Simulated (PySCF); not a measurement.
Compound: acetyl fluoride, C₂H₃FO.
Z-matrix (Å and degrees, GFN2-xTB geometry), rows numbered from 1:
```
C 
C   1  1.4846
O   2  1.1778  1  130.79
F   2  1.3686  1  110.16  3  -179.93
H   1  1.0889  2  109.09  3   121.37
H   1  1.0853  2  110.18  3     0.06
H   1  1.0889  2  109.23  3  -121.15
```

The computed photoelectron lines, unassigned: C 1s: 292.23 (area 1), 296.29 (area 1) eV; O 1s: 539.14 eV; F 1s: 693.26 eV.

Computed with PySCF, delta-SCF UKS SCAN, pcX-2 on the ionised atom, pcseg-1 elsewhere, spin-free X2C. Geometry: GFN2-xTB; no solvent, vibrations or thermal averaging.

Question: Assign the C 1s lines to atoms.

Answer: 292.23 eV: C1 (methyl carbon next to a carbonyl); 296.29 eV: C2 (acyl halide carbon). The listed C 1s values span 4.06 eV, from C1 (bonded to C and 3 H) to C2 (bonded to F, O (double bond) and C).

Bonded neighbours of each site: C1: C and 3 H; C2: F, O (double bond) and C; O3: C (double bond); F4: C.

Question: Which photon energy gives electrons from O 1s of O3 a kinetic energy of 200 eV, and what is their de Broglie wavelength?

Answer: hν = 539.14 + 200 = 739.14 eV, recoil neglected; λ = 12.264 Å/√(E/eV) = 0.87 Å.
